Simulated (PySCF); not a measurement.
A species of formula C5H9N has this rotational fingerprint, computed with PBE0-D3(BJ)/def2-SVP geometry optimisation, gas phase in PySCF:

```
Rotational constants : A = 7918, B = 2097, C = 1771 MHz
Dipole components    : |μa| = 0.43 D, |μb| = 0.17 D, |μc| = 1.10 D
Inertial defect      : -19.38 u·Å²
κ                    : -0.89
```

Question: Which structure is it? (One computed conformer of each.)
A. `[CH2:1]=[CH:2][CH2:3][CH2:4][N:5]=[CH2:6]` with C1–C2–C3–C4 -119°, C2–C3–C4–N5 -65°, C3–C4–N5–C6 125°
B. `[H]/[N:6]=[C:4](\[C:2](=[CH2:1])[CH3:3])[CH3:5]` with C1–C2–C4–C5 141°
C. `[CH:1]#[C:2][CH2:3][C@H:4]([CH3:5])[NH2:6]` with C2–C3–C4–C5 -177°, C3–C4–N6–H -57° and -174°
D. `[CH3:1][C@@H:2]1[CH2:3][CH:4]=[N:5][CH2:6]1` with C1–C2–C3–C4 -99°, C2–C3–C4–N5 -14°, C4–N5–C6–C2 14°, C1–C2–C6–N5 97°

Answer: C. It is C#CC[C@H](C)N, an asymmetric top, point group C1. The candidates at the same level (rigid rotor, commonest isotopes):

```
           SMILES  A (MHz)  B (MHz)  C (MHz)  μa (D)  μb (D)  μc (D)  Δ (u·Å²)  point group                        rotor
   C[C@@H]1CC=NC1     5996     3576     2808    1.44    1.31    0.86    -45.64           C1               asymmetric top
         C=CCCN=C     7483     1985     1723    0.13    0.23    1.19    -28.87           C1  near-prolate asymmetric top
    C#CC[C@H](C)N     7918     2097     1771    0.43    0.17    1.10    -19.38           C1               asymmetric top
[H]/N=C(/C)C(=C)C     4855     3207     2160    2.10    1.14    0.23    -27.71           C1               asymmetric top
```

`C[C@@H]1CC=NC1` has B 71 % too high; `C=CCCN=C` has A 5 % too low; `[H]/N=C(/C)C(=C)C` has B 53 % too high. No structure here is proved a minimum.
